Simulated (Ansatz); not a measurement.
α-phase B, treated with LDA in Ansatz (PAW).

Numerical settings: plane-wave cutoff 520 eV, 8×8×8 k mesh, scalar-relativistic PAW data made under PBE.

Computed at the level's own relaxed cell.

Hill averages of the elastic tensor: K = 226.4 GPa, G = 211.3 GPa. Volume 6.987 Å³/atom, mean atomic mass 10.811 u.

Question: Work out the density, the sound velocities of a polycrystal and the elastic Debye temperature at this level.

Answer: ρ = 1.66054 × 10.811/6.987 = 2.569 g/cm³. v_l = √[(K + 4G/3)/ρ] = 14.064 km/s and v_t = √(G/ρ) = 9.069 km/s. The mean follows from 3/v_m³ = 1/v_l³ + 2/v_t³: v_m = 9.955 km/s. Θ_D = (ħ/k_B) v_m (6π²/V)^(1/3) = 76.38 K Å s/km × 9.955 × 2.0389 Å⁻¹ = 1550 K, counting all atoms of the cell.

Ansatz is a program for electronic structure.
